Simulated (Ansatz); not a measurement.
A run of Ansatz (development build ahead of 0.2.0) on singlet C₆H₁₂ at this shape:

```csv
atom,x (Å),y (Å),z (Å)
C,1.4483,-0.0032,0.2258
C,0.7280,1.2616,-0.2170
C,-0.7286,1.2655,0.2174
C,-1.4648,-0.0062,-0.2303
C,-0.7304,-1.2525,0.2270
C,0.7204,-1.2590,-0.2228
H,1.5219,-0.0080,1.3303
H,2.4918,-0.0080,-0.1418
H,0.7567,1.3298,-1.3285
H,1.2564,2.1584,0.1431
H,-1.2432,2.1583,-0.1382
H,-0.7608,1.3232,1.3399
H,-1.5336,0.0073,-1.3265
H,-2.4905,-0.0043,0.1548
H,-1.2479,-2.1678,-0.1399
H,-0.7608,-1.3255,1.3212
H,1.2452,-2.1525,0.1521
H,0.7734,-1.3231,-1.3337
```

Its results:

* Converged: yes
* Reference energy: -231.47585 hartree
* Correlation energy: -0.30900 hartree
* Total energy: -231.78485 hartree
* Spin squared of the determinant: 0.000

(1) Which input gives this output? Name the method, the orbitals and the basis set, and write the input.

Answers

(1) RHF-MP2 in STO-3G. An unrestricted run that stays on the closed shell gives the same numbers.

```yaml
crystal:
  periodic: [false, false, false]
  atoms:
    - { symbol: C, position_ang: [1.44832, -0.00322, 0.22582] }
    - { symbol: C, position_ang: [0.72803, 1.26161, -0.217] }
    - { symbol: C, position_ang: [-0.72861, 1.26553, 0.21742] }
    - { symbol: C, position_ang: [-1.46483, -0.0062, -0.23026] }
    - { symbol: C, position_ang: [-0.73037, -1.25254, 0.22702] }
    - { symbol: C, position_ang: [0.72043, -1.25904, -0.22275] }
    - { symbol: H, position_ang: [1.52192, -0.00798, 1.33027] }
    - { symbol: H, position_ang: [2.49181, -0.00799, -0.1418] }
    - { symbol: H, position_ang: [0.75671, 1.32983, -1.32848] }
    - { symbol: H, position_ang: [1.25643, 2.15843, 0.14308] }
    - { symbol: H, position_ang: [-1.24316, 2.15832, -0.13822] }
    - { symbol: H, position_ang: [-0.76084, 1.3232, 1.33993] }
    - { symbol: H, position_ang: [-1.53356, 0.0073, -1.32653] }
    - { symbol: H, position_ang: [-2.4905, -0.00428, 0.15479] }
    - { symbol: H, position_ang: [-1.24789, -2.1678, -0.13991] }
    - { symbol: H, position_ang: [-0.76077, -1.32553, 1.32124] }
    - { symbol: H, position_ang: [1.24516, -2.15248, 0.15214] }
    - { symbol: H, position_ang: [0.77341, -1.32306, -1.33374] }
basis:
  gaussian: { orbitals: STO-3G }
hamiltonian:
  xc: hf
correlation:
  method: mp2
  frozen_orbitals: { C: 1, H: 0 }
```
